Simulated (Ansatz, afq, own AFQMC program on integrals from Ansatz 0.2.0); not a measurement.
# Where AFQMC and coupled cluster stand for AlSi, quartet

```yaml
atoms:
  - { symbol: Si, position_ang: [0.0000, 0.0000, 0.0000] }
  - { symbol: Al, position_ang: [0.0000, 0.0000, 8.1940] }
```

Basis cc-pVDZ. Only valence electrons are correlated. Integrals, coupled cluster, full CI and functionals: Ansatz 0.2.0; the random walks run on the same integrals in our own AFQMC program. ph-AFQMC/CISD is guided by a CISD state made of CCSD amplitudes; releasing the constraint for a short imaginary time cuts its bias at the price of noise, slowly where states lie close. Error bars are statistical, one sigma.

Determinant: ROHF, the one that the program's search chose, which needn't be the lowest solution. The geometry is a point of a scan.

Full CI on the same integrals is exact in this basis and with this determinant's frozen core.

Cautions: lower spins were not checked; the released energies are still falling, so no released level is given (meV from the phaseless value at times in 1/Eh: -1.8 ± 1.7 at 0.24, -3.8 ± 1.8 at 0.51, -8.8 ± 1.6 at 0.99, -9.7 ± 1.3 at 1.62, -17 ± 5 at 2.40), though the last usable value meets full CI within the noise; the ph-AFQMC/HF walk drifts between its halves (2.6 errors).

```
T1 diagnostic                               : 0.0241
weight of the determinant in the CISD state : 0.875
size of the correlated space                : 7 electrons in 26 orbitals
```

Reference: full CI, correlation energy -3.282 eV.

```csv
level,E − E(reference) (meV),share of correlation (%)
HF,3282.0,0.00
MP2,1047.8,68.08
CCSD,76.1,97.68
CCSD(T),24.2,99.26
CCSDT,2.2,99.93
CCSDT(Q),1.2,99.96
CCSDTQ,0.4,99.99
ph-AFQMC/HF,181.6 ± 14.4,94.47
ph-AFQMC/CISD,14.8 ± 2.8,99.55
```

CCSDT and higher add their correlation energy to the determinant of the CCSD(T) run, since their own runs factorise the integrals more tightly (a shift of under 2 meV). A walk keeps the symmetry of its determinant, which the program's search chose and which needn't be the lowest solution, so a lower state of the same spin and another symmetry isn't excluded.
